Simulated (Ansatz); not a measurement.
Consider the substitution at a C–C bond: `N=C(F)CN` + H–F → `N=C(F)F` + CH₃NH₂.

Computed with Ansatz on PBE0-D4/def2-TZVP structures; ΔE is electronic, products minus reactants. CCSD(T)/CBS adds triple-zeta CCSD(T) − MP2 to the extrapolated MP2 energy (def2 sets, frozen cores). This one scheme is used for every species. Functionals use def2-TZVPP. HSE06 is defined as in plane-wave codes. One conformer a species, not always the lowest.

Q: Is it downhill or uphill in electronic energy at CCSD(T)/CBS, and by how much? (Best estimate.)

A: The calculation gave: Uphill: ΔE = +57.3 kJ/mol.

Q: What do these levels give: revPBE-D4, BLYP-D4, B97M-V, PBE, HSE06, CAM-B3LYP, LC-ωPBE, HF/def2-TZVPP, MP2/def2-TZVPP, CCSD(T)/def2-TZVPP, HF/def2-QZVPP, MP2/CBS(def2)? (An estimate is asked.)

A: Computed: revPBE-D4 45.1, BLYP-D4 41.1, B97M-V 35.4, PBE 36.5, HSE06 39.5, CAM-B3LYP 36.4, LC-ωPBE 39.7, HF/def2-TZVPP 30.6, MP2/def2-TZVPP 56.8, CCSD(T)/def2-TZVPP 51.0, HF/def2-QZVPP 30.0, MP2/CBS(def2) 63.1 kJ/mol.

Largest T1 diagnostic among the species: 0.013.

The D4 term adds +7.6 kJ/mol with B3LYP and +4.2 kJ/mol with PBE0; it sums over pairs of atoms, weighted by their polarisabilities, and B3LYP, whose exchange is more repulsive, gets the larger term. From PBE to PBE0 (25 % exact exchange), in def2-TZVPP and without D4, ΔE moves by +3.1 kJ/mol. In def2-TZVPP, CCSD(T) changes the Hartree–Fock value by +20.4 kJ/mol (the triples alone add +2.1 kJ/mol) and MP2 by +26.3 kJ/mol.

B3LYP here is the variant with VWN-RPA as its local correlation; programs differ in this.
